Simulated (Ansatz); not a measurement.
The cluster Si₂H₂⁻, relaxed as a quartet with UKS r2SCAN-D4/def2-TZVPD in Ansatz, starting from the r2SCAN-D4/def2-TZVPD geometry of the charge -1 doublet. Force threshold 0.02 eV/Å.

The highest occupied level of the charge -1 quartet lies above zero (up to 0.79 eV). The electron is either unbound and held by the finite basis, or the level is raised by self-interaction error. At r2SCAN-D4/def2-TZVPD a doublet of charge -1 lies 1.04 eV below the quartet, each at its own geometry. The structure comes from a short search, and lower isomers may exist.

Start:

```xyz
4

Si    0.840    0.401    0.573
Si   -0.840   -0.401   -0.573
H     0.402    1.753    1.140
H    -0.403   -1.753   -1.140
```

(1) Estimate the energy that the relaxation releases and the steps that it takes.

(2) Does the start keep its bonding and symmetry?

(3) Predict the relaxed structure.

Answers

(1) 0.37 eV, in 13 steps; 23 s on 4 threads of Intel Xeon Platinum 8259CL on a shared host. The force fell under the threshold at step 5, but the optimiser went on and released 0.093 eV more. No frequencies were taken in this run, so the end may be a saddle point.

(2) By distances, no bond broke or formed. The bond that changes most is Si1–Si2, from 2.19 to 2.39 Å (atoms count from 1). Point group C2h at the start, C2 at the end, both within 0.05 Å.

(3) 
```xyz
4

Si    0.7135    0.3315    0.9937
Si   -1.0022   -0.7147   -0.3022
H     0.5811    1.8413    0.7508
H    -0.2924   -1.4581   -1.4423
```
Bond lengths: 1 × Si–Si 2.39 Å; 2 × H–Si 1.54 Å.
